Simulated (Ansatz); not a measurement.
# C4H7N: the cost of one run

Computed with Ansatz 0.2.0 (the levels named in each step, unless a step's input says otherwise).

## Step 1: Starting point

Bond lengths: C1–C2 1.523 Å, C2–C3 1.534 Å, C3–C4 1.440 Å, C4–N5 1.143 Å, C1–H6 1.082 Å, C1–H7 1.087 Å, C1–H8 1.095 Å, C2–H9 1.098 Å, C2–H10 1.086 Å, C3–H11 1.093 Å, C3–H12 1.095 Å. Angles (14 of 19 angles, heavy atoms first): C1–C2–C3 111.0°, C2–C3–C4 111.2°, C3–C4–N5 179.2°, C1–C2–H9 109.7°, C1–C2–H10 109.9°, C3–C2–H9 108.8°, C3–C2–H10 109.6°, C2–C1–H6 110.9°, C2–C1–H7 110.3°, C2–C1–H8 110.6°, C2–C3–H11 110.5°, C2–C3–H12 109.9°, C4–C3–H11 108.2°, C4–C3–H12 108.5°.

As a file:

```xyz
12

C    -2.2506   -0.7953   -0.3720
C    -1.1050    0.1495   -0.0322
C     0.2490   -0.5637   -0.1448
C     1.3351    0.3243    0.1795
N     2.1870    1.0405    0.4407
H    -2.1564   -1.1667   -1.3839
H    -3.2037   -0.2801   -0.2826
H    -2.2594   -1.6507    0.3109
H    -1.2246    0.5221    0.9940
H    -1.1217    1.0059   -0.7003
H     0.2897   -1.4176    0.5370
H     0.3932   -0.9312   -1.1662
```

## Step 2: A rough first relaxation, PBE-D4/def2-SVP

This run stands in another session on the same molecule. It ended at:

```xyz
12

C    -2.2679   -0.8014   -0.3707
C    -1.1186    0.1456   -0.0277
C     0.2565   -0.5454   -0.1388
C     1.3796    0.3340    0.1835
N     2.2641    1.0554    0.4466
H    -2.1802   -1.1875   -1.4077
H    -3.2468   -0.2892   -0.2861
H    -2.2887   -1.6779    0.3100
H    -1.2388    0.5419    1.0024
H    -1.1316    1.0288   -0.7006
H     0.2988   -1.4275    0.5373
H     0.4061   -0.9399   -1.1679
```

## Step 3: Relaxation, PBE0-D4/def2-TZVPP

This run stands in another session on the same molecule. It ended at:

```xyz
12

C    -2.2521   -0.7967   -0.3685
C    -1.1121    0.1447   -0.0275
C     0.2441   -0.5521   -0.1412
C     1.3549    0.3284    0.1806
N     2.2178    1.0426    0.4392
H    -2.1628   -1.1741   -1.3900
H    -3.2150   -0.2914   -0.2847
H    -2.2696   -1.6581    0.3035
H    -1.2284    0.5313    0.9876
H    -1.1225    1.0116   -0.6922
H     0.2859   -1.4156    0.5291
H     0.3921   -0.9339   -1.1556
```

## Step 4: Frequencies, PBE0-D4/def2-TZVPP

The input, input.yaml:

```yaml
crystal:
  periodic: [false, false, false]
  atoms:
    - { symbol: C, position_ang: [-2.25205175, -0.79668023, -0.36846835] }
    - { symbol: C, position_ang: [-1.11213103, 0.14473061, -0.02748613] }
    - { symbol: C, position_ang: [0.24414436, -0.55208079, -0.14122026] }
    - { symbol: C, position_ang: [1.35485418, 0.32841111, 0.18057437] }
    - { symbol: "N", position_ang: [2.2177988, 1.04259695, 0.43921826] }
    - { symbol: H, position_ang: [-2.16279411, -1.17405315, -1.38999543] }
    - { symbol: H, position_ang: [-3.21497192, -0.29136146, -0.28472217] }
    - { symbol: H, position_ang: [-2.26955068, -1.65813943, 0.30345096] }
    - { symbol: H, position_ang: [-1.22836851, 0.53134904, 0.98758323] }
    - { symbol: H, position_ang: [-1.12250604, 1.0115889, -0.69216698] }
    - { symbol: H, position_ang: [0.28590671, -1.4155883, 0.52906851] }
    - { symbol: H, position_ang: [0.39211998, -0.93389323, -1.15561602] }
basis:
  gaussian: { orbitals: def2-TZVPP }
hamiltonian:
  xc: pbe0
  dispersion: d4
phonons: {}
```

Started as:

```bash
$ ansatz run input.yaml --threads 4 --pin off --max-ram 10240MiB --backend cpu --events-out ev --progress --plain --runs-dir out
```

Q: Estimate wall time and peak memory on 4 threads of Intel Xeon Platinum 8488C (Sapphire Rapids), shared host.

About 2.8 min, with a peak of 0.7 GiB.
